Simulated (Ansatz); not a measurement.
System: zinc-blende BeTe. Method: G0W0@PBE (Ansatz, a first-principles code, plane waves, hard PAW, contour deformation).

The same calculation (at the measured cell, 22.259 Å³/atom) with different numerical settings; throughout: k mesh 2×2×2:

```tsv
run	response cutoff (eV)	empty bands	quasiparticle gap on the mesh (eV)	quasiparticle gap at Γ (eV)	rough time
1	100	186	2.508	4.437	10 core-s
2	150	341	2.586	4.496	20 core-s
3	200	525	2.621	4.523	50 core-s
4	250	734	2.640	4.538	80 core-s
5	300	965	2.654	4.550	3 core-min
6	400	1486	2.669	4.563	9 core-min
7	500	2076	2.679	4.572	20 core-min
```

In the column quasiparticle gap on the mesh (eV) the first row differs from the last by -0.171 and the next to last by -0.010.

The last row is no converged limit: other settings stay fixed.

Spin–orbit coupling is not included.
